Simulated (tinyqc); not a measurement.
Hueckel theory of the pi electrons, for the molecule [CH2]C([CH2])=CN (SMILES; centres numbered as the heavy atoms are written), step by step. Computed by tinyqc, a small Python program that keeps every step. Settings: charge = 0. Command: `OMP_NUM_THREADS=1 python tinyqc.py 30141 30142 out.jsonl` (the two numbers bound the seeds that draw the settings). One thread of a shared host (Intel(R) Xeon(R) Processor @ 2.60GHz), about 0.01 s of CPU time with the checks.

## The Hueckel matrix

Centres:
```
centre  z_r, pi electrons of the neutral centre       h
1C                                            1  0.0000
2C                                            1  0.0000
3C                                            1  0.0000
4C                                            1  0.0000
5N                                            2  1.4500
```

Bonds:
```
i  j       k
1  2       1
2  3       1
2  4       1
4  5  0.8200
```

H_rr = alpha + h_r beta, H_rs = k_rs beta for bonded centres.

Hueckel matrix in units of beta (H = alpha + beta A):
```
        1C      2C      3C      4C      5N
1C  0.0000  1.0000  0.0000  0.0000  0.0000
2C  1.0000  0.0000  1.0000  1.0000  0.0000
3C  0.0000  1.0000  0.0000  0.0000  0.0000
4C  0.0000  1.0000  0.0000  0.0000  0.8200
5N  0.0000  0.0000  0.0000  0.8200  1.4500
```

## Orbitals

pi electrons, sum of z_r less the charge = 6

Diagonalise; E = alpha + x beta with beta < 0, so the largest x are filled first; degenerate levels share their electrons. P = sum n_i c_ri c_si; each orbital has its largest coefficient positive (the first on a tie).

x values: 2.0503  1.4291  0.0000  -0.2593  -1.7702

occupations: 2.0000  2.0000  2.0000  0.0000  0.0000

coefficients:
```
       MO1      MO2      MO3      MO4      MO5
1C  0.2229  -0.3827   0.7071  -0.3874  -0.3922
2C  0.4571  -0.5469   0.0000   0.1004   0.6942
3C  0.2229  -0.3827  -0.7071  -0.3874  -0.3922
4C  0.4913  -0.0162   0.0000   0.7488  -0.4446
5N  0.6711   0.6386   0.0000  -0.3592   0.1132
```

charge and bond-order matrix P:
```
         1C       2C       3C      4C       5N
1C   1.3922   0.6223  -0.6078  0.2315  -0.1895
2C   0.6223   1.0160   0.6223  0.4669  -0.0850
3C  -0.6078   0.6223   1.3922  0.2315  -0.1895
4C   0.2315   0.4669   0.2315  0.4833   0.6386
5N  -0.1895  -0.0850  -0.1895  0.6386   1.7163
```

## Energy, charges, bond orders

E = sum n x; q_r = z_r - P_rr; bond order p = P_rs; free valence = sqrt(3) - sum of p over the bonds of the atom.

pi energy = 6 alpha + this times beta = 6.9590

pi charges: 1C -0.3922, 2C -0.0160, 3C -0.3922, 4C 0.5167, 5N 0.2837

Bond orders and lengths from R = 1.517 - 0.180 p (angstrom, C-C alone):
```
bond       p       R
1-2   0.6223  1.4050
2-3   0.6223  1.4050
2-4   0.4669  1.4330
4-5   0.6386       -
```

free valence of the carbons: 1C 1.1097, 2C 0.0206, 3C 1.1097, 4C 0.6265

gap between the highest filled and the next level = 0.2593 |beta|
